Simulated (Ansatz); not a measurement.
Trisilane + `[CH3]`• → `[SiH2][SiH2][SiH3]`• + CH₄ at 400 K and 1 bar (hydrogen abstraction from the Si–H bond).

Computed with Ansatz on PBE0-D4/def2-TZVP structures; ΔE is electronic, products minus reactants. CCSD(T)/CBS is the MP2 limit (def2-TZVPP, def2-QZVPP) plus CCSD(T) − MP2 in def2-TZVPP, frozen cores. This one scheme is used for every species. No spin–orbit coupling; open shells (•) take unrestricted orbitals.

| species | CCSD(T)/CBS energy (Eh) | H − E (kJ/mol) | S (J/(mol·K)) |
| --- | --- | --- | --- |
| `[SiH3][SiH2][SiH3]` | -872.02658 | 209.1 | 385.6 |
| `[CH3]`• | -39.78218 | 92.9 | 206.6 |
| `[SiH2][SiH2][SiH3]`• | -871.37663 | 183.6 | 394.1 |
| CH₄ | -40.46206 | 131.3 | 197.2 |

H − E and S are ideal-gas, rigid-rotor, harmonic terms from PBE0-D4/def2-TZVP, for one conformer and one mirror image of each species, with the whole ground term of open shells counted as degenerate. 1 Eh = 2625.50 kJ/mol, R = 8.31446 J/(mol·K).

By hand: ΔE, ΔH, ΔS and ΔG.

ΔE = (-871.37663) + (-40.46206) − (-872.02658) − (-39.78218) = -0.02993 Eh = -78.6 kJ/mol. Δ(H − E) = 183.6 + 131.3 − 209.1 − 92.9 = 12.9, so ΔH = -65.7 kJ/mol. ΔS = 394.1 + 197.2 − 385.6 − 206.6 = -0.9 J/(mol·K). ΔG = -65.7 − 400 × (-0.9)/1000 = -65.3 kJ/mol.

By hand: the equilibrium constant, and the temperature at which ΔG would vanish if ΔH and ΔS stayed fixed.

log₁₀ K = −ΔG/(RT ln 10) = 8.5. ΔG = 0 at ΔH/ΔS = 73000 K, far beyond where these terms or the molecules hold.

The number of gas molecules stays the same, so ΔS is small and ΔH decides. A doubt of 5 kJ/mol in ΔE shifts log₁₀ K by 0.7 here. Other conformers and mirror images would add mixing entropy, several J/(mol·K) or more a flexible species. These are equilibria of isolated gas molecules and say nothing of rates. Largest T1 diagnostic: 0.015 (customary marks: 0.02 for closed shells, 0.045 for open ones).
